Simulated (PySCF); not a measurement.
PySCF input file for CH2, SMILES [CH2] (connectivity only; charge and spin as stated), charge +1, multiplicity 2, TDA-B3LYP/def2-TZVPD. The structure is a stationary point at PBE-D3(BJ)/def2-TZVPD. The isomer is the one that the SMILES or the coordinates give; other isomers of the formula were not compared.

```python
import numpy as np
from pyscf import gto, scf, dft, tdscf

mol = gto.M(
    atom='''
    C     0.00000000    0.00000000    0.00000000
    H     0.00000000    0.00000000   -1.10162871
    H     0.00000000    0.00000000    1.10162871
    ''',
    basis='def2-TZVPD',
    charge=1,
    spin=1,
    max_memory=1600,
    verbose=4,
)
mf = dft.UKS(mol, xc='b3lyp').density_fit(auxbasis='def2-universal-jkfit')
mf.grids.level = 3
mf.conv_tol = 1e-9
mf.max_cycle = 100
mf.kernel()
fine, coarse = mf.grids, dft.Grids(mol).set(level=1).build(with_non0tab=True)
for _ in range(3):  # follow internal instabilities
    mf.grids = coarse
    mo, _, stable, _ = mf.stability(return_status=True, nroots=4)
    mf.grids = fine
    if stable:
        break
    mf.kernel(mf.make_rdm1(mo, mf.mo_occ))
mf.grids = dft.Grids(mol).set(level=1).build(with_non0tab=True)  # coarser grid for the response kernel
td = tdscf.TDA(mf)
td.nstates = 10
td.conv_tol = 1e-4
td.kernel(x0=td.get_init_guess(mf, 15))
td.analyze()
```

Program output:

```
PySCF version 2.14.0

[INPUT] verbose = 4
[INPUT] num. atoms = 3
[INPUT] num. electrons = 7
[INPUT] charge = 1
[INPUT] spin (= nelec alpha-beta = 2S) = 1
[INPUT] symmetry False subgroup None
[INPUT] Mole.unit = angstrom
[INPUT] Symbol           X                Y                Z      unit          X                Y                Z       unit  Magmom
[INPUT]  1 C      0.000000000000   0.000000000000   0.000000000000 AA    0.000000000000   0.000000000000   0.000000000000 Bohr   0.0
[INPUT]  2 H      0.000000000000   0.000000000000  -1.101628710000 AA    0.000000000000   0.000000000000  -2.081776552858 Bohr   0.0
[INPUT]  3 H      0.000000000000   0.000000000000   1.101628710000 AA    0.000000000000   0.000000000000   2.081776552858 Bohr   0.0

nuclear repulsion = 6.00448688061153
number of shells = 23
number of NR pGTOs = 74
number of NR cGTOs = 55
basis = def2-TZVPD
ecp = {}


******** <class 'pyscf.df.df_jk.DFUKS'> ********
method = DFUKS
initial guess = minao
damping factor = 0
level_shift factor = 0
DIIS = <class 'pyscf.scf.diis.CDIIS'>
diis_start_cycle = 1
diis_space = 8
diis_damp = 0
SCF conv_tol = 1e-09
SCF conv_tol_grad = None
SCF max_cycles = 100
direct_scf = False
number electrons alpha = 4  beta = 3
XC library pyscf.dft.libxc version 7.1.2
    S. Lehtola, C. Steigemann, M. J. T. Oliveira, and M. A. L. Marques,  SoftwareX 7, 1–5 (2018)
XC functionals = b3lyp
    P. J. Stephens, F. J. Devlin, C. F. Chabalowski, and M. J. Frisch,  J. Phys. Chem. 98, 11623 (1994)
radial grids:
    Treutler-Ahlrichs [JCP 102, 346 (1995); DOI:10.1063/1.469408] (M4) radial grids

becke partition: Becke, JCP 88, 2547 (1988); DOI:10.1063/1.454033
pruning grids: <function nwchem_prune>
grids dens level: 3
symmetrized grids: False
atomic radii adjust function: <function treutler_atomic_radii_adjust>
small_rho_cutoff = 0
Set gradient conv threshold to 3.16228e-05
tot grids = 33736
******** <class 'pyscf.df.df.DF'> ********
auxbasis = def2-universal-jkfit
init E= -39.0025435125895

WARN: alpha nocc = 4  HOMO -0.180867830433327 >= LUMO -0.18086783043332

  beta  nocc = 3  HOMO = -0.47455328314733  LUMO = -0.180867830433326

WARN: HOMO -0.180867830433327 >= LUMO -0.180867830433326

cycle= 1 E= -38.7371527217901  delta_E= 0.265  |g|= 0.238  |ddm|= 0.763
  alpha nocc = 4  HOMO = -0.720671487203621  LUMO = -0.541423032733281
  beta  nocc = 3  HOMO = -0.922868826367566  LUMO = -0.584891115758946
  HOMO = -0.720671487204  LUMO = -0.584891115759  gap/eV = 3.69477
cycle= 2 E= -38.7679072298677  delta_E= -0.0308  |g|= 0.168  |ddm|= 0.313
  alpha nocc = 4  HOMO = -0.637997591816408  LUMO = -0.449316413052461
  beta  nocc = 3  HOMO = -0.853377165598435  LUMO = -0.496649470144636
  HOMO = -0.637997591816  LUMO = -0.496649470145  gap/eV = 3.84628
cycle= 3 E= -38.782178337543  delta_E= -0.0143  |g|= 0.0106  |ddm|= 0.146
  alpha nocc = 4  HOMO = -0.634246830889296  LUMO = -0.436468045641181
  beta  nocc = 3  HOMO = -0.842805903129751  LUMO = -0.486714318939985
  HOMO = -0.634246830889  LUMO = -0.48671431894  gap/eV = 4.01456
cycle= 4 E= -38.7822828603524  delta_E= -0.000105  |g|= 0.00222  |ddm|= 0.0159
  alpha nocc = 4  HOMO = -0.635337303208324  LUMO = -0.436248197891604
  beta  nocc = 3  HOMO = -0.8438321223699  LUMO = -0.486930331069022
  HOMO = -0.635337303208  LUMO = -0.486930331069  gap/eV = 4.03836
cycle= 5 E= -38.7822888609499  delta_E= -6e-06  |g|= 0.000523  |ddm|= 0.00351
  alpha nocc = 4  HOMO = -0.635484585696851  LUMO = -0.436244744063135
  beta  nocc = 3  HOMO = -0.843874842760762  LUMO = -0.486906739006603
  HOMO = -0.635484585697  LUMO = -0.486906739007  gap/eV = 4.04301
cycle= 6 E= -38.7822892059673  delta_E= -3.45e-07  |g|= 7e-05  |ddm|= 0.000955
  alpha nocc = 4  HOMO = -0.635458512993043  LUMO = -0.436224200746913
  beta  nocc = 3  HOMO = -0.843862080096734  LUMO = -0.486873583889917
  HOMO = -0.635458512993  LUMO = -0.48687358389  gap/eV = 4.04320
cycle= 7 E= -38.7822892106434  delta_E= -4.68e-09  |g|= 5.36e-06  |ddm|= 0.000109
  alpha nocc = 4  HOMO = -0.635459926880184  LUMO = -0.436225319615691
  beta  nocc = 3  HOMO = -0.843860956768246  LUMO = -0.486874816837663
  HOMO = -0.63545992688  LUMO = -0.486874816838  gap/eV = 4.04321
cycle= 8 E= -38.7822892106717  delta_E= -2.83e-11  |g|= 1.02e-06  |ddm|= 7.23e-06
  alpha nocc = 4  HOMO = -0.635459847427754  LUMO = -0.436225219633684
  beta  nocc = 3  HOMO = -0.843860952597726  LUMO = -0.486874844936189
  HOMO = -0.635459847428  LUMO = -0.486874844936  gap/eV = 4.04320
Extra cycle  E= -38.78228921068  delta_E= -8.25e-12  |g|= 9.33e-07  |ddm|= 4.04e-06
converged SCF energy = -38.78228921068  <S^2> = 0.75427584  2S+1 = 2.0042713
tot grids = 10128
uhf_internal: lowest eigs of H = [-4.65386089e-05  3.82463503e-01  5.67317424e-01  5.81018464e-01]
<class 'pyscf.df.df_jk.DFUKS'> wavefunction has an internal instability


******** <class 'pyscf.df.df_jk.DFUKS'> ********
method = DFUKS
initial guess = minao
damping factor = 0
level_shift factor = 0
DIIS = <class 'pyscf.scf.diis.CDIIS'>
diis_start_cycle = 1
diis_space = 8
diis_damp = 0
SCF conv_tol = 1e-09
SCF conv_tol_grad = None
SCF max_cycles = 100
direct_scf = False
number electrons alpha = 4  beta = 3
XC library pyscf.dft.libxc version 7.1.2
    S. Lehtola, C. Steigemann, M. J. T. Oliveira, and M. A. L. Marques,  SoftwareX 7, 1–5 (2018)
XC functionals = b3lyp
    P. J. Stephens, F. J. Devlin, C. F. Chabalowski, and M. J. Frisch,  J. Phys. Chem. 98, 11623 (1994)
radial grids:
    Treutler-Ahlrichs [JCP 102, 346 (1995); DOI:10.1063/1.469408] (M4) radial grids

becke partition: Becke, JCP 88, 2547 (1988); DOI:10.1063/1.454033
pruning grids: <function nwchem_prune>
grids dens level: 3
symmetrized grids: False
atomic radii adjust function: <function treutler_atomic_radii_adjust>
small_rho_cutoff = 0
Set gradient conv threshold to 3.16228e-05
init E= -38.7796154396009
  alpha nocc = 4  HOMO = -0.636148137607051  LUMO = -0.435400431368031
  beta  nocc = 3  HOMO = -0.843977616144745  LUMO = -0.48790704127542
  HOMO = -0.636148137607  LUMO = -0.487907041275  gap/eV = 4.03385
cycle= 1 E= -38.782257970199  delta_E= -0.00264  |g|= 0.00777  |ddm|= 0.0332
  alpha nocc = 4  HOMO = -0.635462989213259  LUMO = -0.436030589485281
  beta  nocc = 3  HOMO = -0.843780464191841  LUMO = -0.486934608489083
  HOMO = -0.635462989213  LUMO = -0.486934608489  gap/eV = 4.04166
cycle= 2 E= -38.7822887668216  delta_E= -3.08e-05  |g|= 0.000932  |ddm|= 0.00372
  alpha nocc = 4  HOMO = -0.635508322240003  LUMO = -0.436265285895725
  beta  nocc = 3  HOMO = -0.843893487598258  LUMO = -0.486924362341419
  HOMO = -0.63550832224  LUMO = -0.486924362341  gap/eV = 4.04318
cycle= 3 E= -38.7822892281318  delta_E= -4.61e-07  |g|= 0.000113  |ddm|= 0.000609
  alpha nocc = 4  HOMO = -0.635450454964708  LUMO = -0.436215174531682
  beta  nocc = 3  HOMO = -0.84385377571855  LUMO = -0.486867595736513
  HOMO = -0.635450454965  LUMO = -0.486867595737  gap/eV = 4.04315
cycle= 4 E= -38.7822892349897  delta_E= -6.86e-09  |g|= 2.26e-05  |ddm|= 0.000108
  alpha nocc = 4  HOMO = -0.635461252142658  LUMO = -0.436226497315449
  beta  nocc = 3  HOMO = -0.843861362632371  LUMO = -0.486876415389695
  HOMO = -0.635461252143  LUMO = -0.48687641539  gap/eV = 4.04320
cycle= 5 E= -38.7822892352926  delta_E= -3.03e-10  |g|= 4.89e-06  |ddm|= 2.27e-05
  alpha nocc = 4  HOMO = -0.635459205146503  LUMO = -0.436224607836998
  beta  nocc = 3  HOMO = -0.843860348157701  LUMO = -0.486874210332502
  HOMO = -0.635459205147  LUMO = -0.486874210333  gap/eV = 4.04320
Extra cycle  E= -38.7822892353283  delta_E= -3.58e-11  |g|= 2.72e-06  |ddm|= 8.54e-06
converged SCF energy = -38.7822892353283  <S^2> = 0.75427574  2S+1 = 2.0042712
uhf_internal: lowest eigs of H = [1.70590150e-04 3.82451268e-01 5.67340570e-01 5.81089513e-01]
<class 'pyscf.df.df_jk.DFUKS'> wavefunction is stable in the internal stability analysis
tot grids = 10128


******** <class 'pyscf.tdscf.uks.TDA'> for <class 'pyscf.df.df_jk.DFUKS'> ********
nstates = 10
deg_eia_thresh = 1.000e-03
wfnsym = None
conv_tol = 0.0001
eigh lindep = 1e-12
eigh level_shift = 0
eigh max_cycle = 100


Excitation energies (eV)
[ 0.34026188  6.12555105  7.38165245  8.32722264  8.36873653 10.14720209
 11.5020632  11.6726285  12.99837348 13.31167971]

** Excitation energies and oscillator strengths **
Excited State   1:      0.34026 eV   3643.79 nm  f=0.0000
       4a ->    5a     -0.99819
Excited State   2:      6.12555 eV    202.40 nm  f=0.0000
       3a ->    5a     -0.80308
       3b ->    4b      0.59145
Excited State   3:      7.38165 eV    167.96 nm  f=0.0000
       3a ->    5a      0.59298
       3b ->    4b      0.80400
Excited State   4:      8.32722 eV    148.89 nm  f=0.0001
       4a ->    6a     -0.97606
       2b ->    5b      0.19944
Excited State   5:      8.36874 eV    148.15 nm  f=0.0000
       3b ->    5b     -0.99498
Excited State   6:     10.14720 eV    122.19 nm  f=0.0014
       2a ->    5a      0.62136
       2b ->    4b     -0.77480
Excited State   7:     11.50206 eV    107.79 nm  f=0.0845
       4a ->    7a      0.98952
       2b ->    5b     -0.10431
Excited State   8:     11.67263 eV    106.22 nm  f=0.0000
       4a ->    8a     -0.99187
Excited State   9:     12.99837 eV     95.38 nm  f=0.0003
       3a ->    6a      0.71012
       3b ->    6b     -0.66791
       3b ->    7b     -0.11884
Excited State  10:     13.31168 eV     93.14 nm  f=0.1022
       4a ->    6a      0.18386
       4a ->    7a      0.11041
       4a ->   14a      0.26647
       2b ->    5b      0.92299

** Transition electric dipole moments (AU) **
state          X           Y           Z        Dip. S.      Osc.
  1        -0.0000      0.0000     -0.0000      0.0000      0.0000
  2        -0.0000     -0.0000      0.0000      0.0000      0.0000
  3         0.0000      0.0000      0.0000      0.0000      0.0000
  4         0.0076     -0.0183     -0.0000      0.0004      0.0001
  5         0.0000     -0.0000     -0.0000      0.0000      0.0000
  6        -0.0689     -0.0288     -0.0000      0.0056      0.0014
  7        -0.2113      0.5052     -0.0000      0.2999      0.0845
  8        -0.0000      0.0000      0.0000      0.0000      0.0000
  9        -0.0000      0.0000     -0.0323      0.0010      0.0003
 10        -0.2160      0.5165      0.0000      0.3135      0.1022

** Transition velocity dipole moments (imaginary part, AU) **
state          X           Y           Z        Dip. S.      Osc.
  1         0.0000     -0.0000      0.0000      0.0000      0.0000
  2         0.0000      0.0000     -0.0000      0.0000      0.0000
  3         0.0000      0.0000      0.0000      0.0000      0.0000
  4        -0.0197      0.0472     -0.0000      0.0026      0.0057
  5         0.0000     -0.0000     -0.0000      0.0000      0.0000
  6        -0.0001     -0.0001     -0.0000      0.0000      0.0000
  7        -0.0821      0.1964     -0.0000      0.0453      0.0715
  8        -0.0000      0.0000      0.0000      0.0000      0.0000
  9        -0.0000     -0.0000     -0.0025      0.0000      0.0000
 10        -0.0644      0.1539     -0.0000      0.0278      0.0379

** Transition magnetic dipole moments (imaginary part, AU) **
state          X           Y           Z
  1        -0.0000     -0.0000     -1.0006
  2        -0.0783      0.1873     -0.0000
  3         0.5241     -1.2537     -0.0000
  4         0.0000      0.0000      0.0000
  5        -0.9107     -0.3808     -0.0000
  6         0.0000     -0.0000     -0.0000
  7         0.0000      0.0000     -0.0000
  8         0.0144      0.0060      0.0000
  9        -0.0000      0.0000     -0.0000
 10        -0.0000     -0.0000      0.0000
```

The calculation finished and met its thresholds.

Cost: very roughly 5 core-seconds.
